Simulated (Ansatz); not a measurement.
# One shape, several levels: SiH2ClO (SMILES O[SiH]Cl)

Aim: a comparison of 6 runs (UHF/STO-3G, UB2PLYP/STO-3G, UBHLYP/STO-3G, RPA@PBE/STO-3G, UCCSDT/STO-3G, UCCSD(T)/STO-3G) of SiH2ClO. 

The calculation is run with Ansatz 0.2.0.

70 further runs of the same task are left out: 1 that didn't finish, 69 set aside as unsound or not needed.

## (1) The molecule

The species is SiH2ClO (5 atoms), meant as a doublet with charge 0. As SMILES, `O[SiH]Cl`. The H5–Si2 distance was set to 2.232 Å, away from the relaxed value. At this shape a bond of the SMILES string is far longer than usual.

Bond lengths: O1–Si2 1.639 Å, Si2–Cl3 2.065 Å, O1–H4 0.959 Å. Angles: O1–Si2–Cl3 111.1°, Si2–O1–H4 118.3°. A long bond or contact: Si2–H5 2.232 Å.

## (2) A single-point energy at UHF/STO-3G (run 1)

in.yaml reads:

```yaml
crystal:
  periodic: [false, false, false]
  atoms:
    - {symbol: O, position_ang: [-1.010260, -1.060282, -0.403933]}
    - {symbol: Si, position_ang: [-0.296460, -0.148482, 0.756567]}
    - {symbol: Cl, position_ang: [1.402440, -1.069082, 1.486167]}
    - {symbol: H, position_ang: [-1.228260, -1.971482, -0.197433]}
    - {symbol: H, position_ang: [0.316000, 1.736300, -0.271100]}
basis:
  gaussian: {orbitals: STO-3G}
magnetization: {spin_polarized: true, initial_magnetization: 1}
hamiltonian: {xc: hf}
accuracy: high
```

Run with:

```
$ ansatz run in.yaml --threads 1 --pin off --max-ram 2610MiB --events-out events.jsonl --progress --plain --runs-dir runs
```

The program printed:

```text
Warning: RAYON_NUM_THREADS=1 ignored (pool sized by the plan → 1); use --threads N
Functional definition: HF
  name "HF"
  exchange = exact_x
  correlation = 0
460 factors; integrals over basis functions are off by at most 2.3e-8 eV
mean field evaluation 1: about -22176.7334 eV, gradient 1.7e1 eV
mean field evaluation 2: about -22176.7994 eV, gradient 1.7e1 eV
mean field evaluation 4: about -22179.9749 eV, gradient 3.1e0 eV
mean field evaluation 8: about -22180.3621 eV, gradient 1.6e-3 eV
mean field -22180.35537846 eV, -815.1130257736 hartree, gradient 1.7e-8 eV, S^2 0.959993; 0 other end points of the search recorded, 0 dependent functions left out
reference -22180.35537846 eV, -815.1130257736 hartree; 21, 20 occupied and 4, 5 virtual orbitals, 460 factors
Total energy: -22180.35537846 eV, -815.1130257736 hartree
```

Run time: 0.2 s. Hardware: 1 thread of Arm Neoverse V2, shared host.

## (3) A single-point energy at UB2PLYP/STO-3G (run 2)

Edit in.yaml of step 2 so:

```diff
@@ -11,3 +11,4 @@
 magnetization: {spin_polarized: true, initial_magnetization: 1}
-hamiltonian: {xc: hf}
+hamiltonian: {xc: {name: B2PLYP}}
+correlation: {frozen_orbitals: {Cl: 5, H: 0, O: 1, Si: 5}}
 accuracy: high
```

Run with:

```
$ ansatz run in.yaml --threads 1 --pin off --max-ram 2610MiB --events-out events.jsonl --progress --plain --runs-dir runs
```

The program printed, shortened:

```text
Warning: RAYON_NUM_THREADS=1 ignored (pool sized by the plan → 1); use --threads N
Functional definition: B2PLYP
  name "B2PLYP"
[...]
460 factors; integrals over basis functions are off by at most 2.3e-8 eV
[...]
mean field -22209.14298313 eV, -816.1709507321 hartree, gradient 9.3e-8 eV, S^2 0.862155; 0 other end points of the search recorded, 0 dependent functions left out
11 core orbitals not correlated: weight in the atoms' cores, before any rotation towards them, 1.000 or more for the frozen orbitals, at most 0.000 for the correlated occupied ones
reference -22209.14300191 eV, -816.1709514222 hartree; 10, 9 occupied and 4, 5 virtual orbitals, 460 factors
second order -2.85616013 eV of doubles, -0.00000000 eV of singles
Total energy: -22209.91416514 eV, -816.1992911483 hartree
```

It took 2.8 s on 1 thread of Arm Neoverse V2, shared host; peak memory 0.15 GiB.

Runs 3 to 5 aren't shown in full; the table further down has their settings and results.

## (4) A single-point energy at UCCSD(T)/STO-3G (run 6)

molecule.yaml reads:

```yaml
crystal:
  periodic: [false, false, false]
  atoms:
    - {symbol: O, position_ang: [-1.010260, -1.060282, -0.403933]}
    - {symbol: Si, position_ang: [-0.296460, -0.148482, 0.756567]}
    - {symbol: Cl, position_ang: [1.402440, -1.069082, 1.486167]}
    - {symbol: H, position_ang: [-1.228260, -1.971482, -0.197433]}
    - {symbol: H, position_ang: [0.316000, 1.736300, -0.271100]}
basis:
  gaussian:
    orbitals: STO-3G
correlation:
  method: ccsd_t
  frozen_orbitals: {Cl: 5, H: 0, O: 1, Si: 5}
accuracy: high
magnetization:
  spin_polarized: true
  initial_magnetization: 1
scf:
  omitted_lower_state_checks: [cluster_reference, increment]
```

Run with:

```
$ ansatz run molecule.yaml --threads 1 --pin off --max-ram 2610MiB --events-out events.jsonl --progress --plain --runs-dir runs
```

The program printed, shortened:

```text
Warning: RAYON_NUM_THREADS=1 ignored (pool sized by the plan → 1); use --threads N
Functional definition: HF
  name "HF"
[...]
460 factors; integrals over basis functions are off by at most 2.3e-8 eV
[...]
mean field -22180.35537846 eV, -815.1130257736 hartree, gradient 1.7e-8 eV, S^2 0.959993; 0 other end points of the search recorded, 0 dependent functions left out
11 core orbitals not correlated: weight in the atoms' cores, before any rotation towards them, 1.000 or more for the frozen orbitals, at most 0.000 for the correlated occupied ones
reference -22180.35537846 eV, -815.1130257736 hartree; 10, 9 occupied and 4, 5 virtual orbitals, 460 factors
second order -1.83712968 eV of doubles, -0.00000000 eV of singles
cycle   1  -2.08621692 eV  change   -2.5e-1 eV  update   8.7e-2
[...]
cycle  33  -2.57635374 eV  change   2.0e-10 eV  update  5.6e-10
perturbative correction -0.11683412 eV, -0.0042935749 hartree
Total energy: -22183.04856633 eV, -815.2119986021 hartree
Checks for a lower state left out: cluster_reference, increment
```

Run time: 0.42 s. Hardware: 1 thread of Arm Neoverse V2, shared host.

## (5) The series

```csv
run,level,frozen core orbitals,energy (Eh),⟨S²⟩,wall time
1,UHF/STO-3G,–,-815.113026,0.960,0.2 s
2,UB2PLYP/STO-3G,11,-816.199291,0.862,2.8 s
3,UBHLYP/STO-3G,–,-816.597273,0.849,2.4 s
4,RPA@PBE/STO-3G,11,-815.263377,0.776,3.6 s
5,UCCSDT/STO-3G,11,-815.212934,0.960,1.3 s
6,UCCSD(T)/STO-3G,11,-815.211999,0.960,0.42 s
```

## (6) Outcome

| quantity | value |
| --- | --- |
| run 6: total energy | -815.21200 Eh |
| run 6: correlation energy (11 core orbitals frozen) | -99.0 mEh |
| run 6: (T) correction | -4.29 mEh |
| run 6: ⟨S²⟩ of the reference determinant | 0.960 |
| run 6: T1 diagnostic | 0.032 |

In words: Below the UHF energy at the same shape and in the same basis (STO-3G): UCCSDT -99.9 mEh; UCCSD(T) -99.0 mEh. Totals of different functionals can't be ranked against each other. In runs 1, 2, 3, 4, 5, 6 the basis is minimal, so the values are rough. Spin contamination of the reference: run 1 ⟨S²⟩ = 0.96, run 5 ⟨S²⟩ = 0.96, run 6 ⟨S²⟩ = 0.96, run 2 ⟨S²⟩ = 0.86. All runs together took 11 s, the longest 3.6 s.
